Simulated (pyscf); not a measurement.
A first-order saddle from PySCF, ωB97X-D3(BJ)/def2-SVP:

```xyz
6

B     -1.1981    -0.4268     0.2183
H     -1.5048    -0.1011     1.3322
H     -0.8485    -1.5254    -0.1157
H     -1.9934     0.0789    -0.6396
Cl     0.3920     0.8632    -0.3302
H     -0.9947     0.6672    -0.7657
```
Charge 0, spin multiplicity 1.

Surface: singlet, charge 0. Lowest wavenumbers (cm⁻¹): 800i, 542, 754, 783, 1036.

**Question.** What reaction is this the transition state of?

**Answer.** borane (BH₃) + hydrogen chloride (HCl) <-> H₂B–Cl + hydrogen (H₂), a four-centre exchange read from left to right: B–H, Cl–H broken and B–Cl, H–H formed. At ωB97M-D3(BJ)/def2-TZVP it lies +0.23 eV from the left side and +1.09 eV from the right (each side as separated species at their lowest minima found). On the reactant side the descent ends in a complex, 0.21 eV under the separated species and 0.45 eV under the saddle at ωB97X-D3(BJ)/def2-TZVP. This is the saddle that the search found; another between the same sides may lie lower.
